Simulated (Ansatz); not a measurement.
Write a Python script for Ansatz's Python interface that makes a ranking of conformers of C₄H₈FN, SMILES C=C(F)CCN. Level of theory (for the species named): B3LYP, def2-SVP basis, multiplicity 1.

The script, `c4h8fn.py`:
```python
# -*- coding: utf-8 -*-
import logging
import sys

import ansatz
from rdkit import Chem
from rdkit.Chem import AllChem

logging.basicConfig(stream=sys.stdout, format='%(name)s: %(message)s')
logger = logging.getLogger('calc')
logger.setLevel(logging.INFO)


def main():
    rd = Chem.AddHs(Chem.MolFromSmiles('C=C(F)CCN'))
    ids = list(AllChem.EmbedMultipleConfs(rd, numConfs=20, randomSeed=975, pruneRmsThresh=0.4))
    field = [energy for _, energy in AllChem.MMFFOptimizeMoleculeConfs(rd)]
    distinct = {round(e, 2): i for i, e in zip(ids, field)}
    chosen = sorted(distinct.items())[:5]
    found = []
    for force_field, index in chosen:
        system = ansatz.Crystal.molecule()
        for atom, xyz in zip(rd.GetAtoms(), rd.GetConformer(index).GetPositions()):
            system = system.atom(atom.GetSymbol(), xyz.round(5).tolist())
        setup = system.calculation()
        setup = setup.basis(gaussian='def2-SVP')
        setup = setup.functional('b3lyp')
        found.append(setup.run().report['free_energy_ev'])
    logger.info('conformer   MMFF (kcal/mol)   this level (eV)')
    for (force_field, index), e in zip(chosen, found):
        logger.info(f'{index:9d} {force_field - chosen[0][0]:17.2f} {(e - min(found)):17.3f}')


if __name__ == '__main__':
    main()
```

```console
$ python c4h8fn.py
calc: conformer   MMFF (kcal/mol)   this level (eV)
calc:         1              0.00             0.044
calc:         0              0.92             0.020
calc:         3              2.12             0.011
calc:         4              2.24             0.000
calc:         5              2.81             0.089
```

The conformers keep their force-field geometries. b3lyp holds the VWN-RPA fit, as in Gaussian; the form of ORCA and Turbomole is b3lyp5. Run time: 18 s on 1 thread of Arm Neoverse V2 (shared host), peak memory 0.36 GiB.
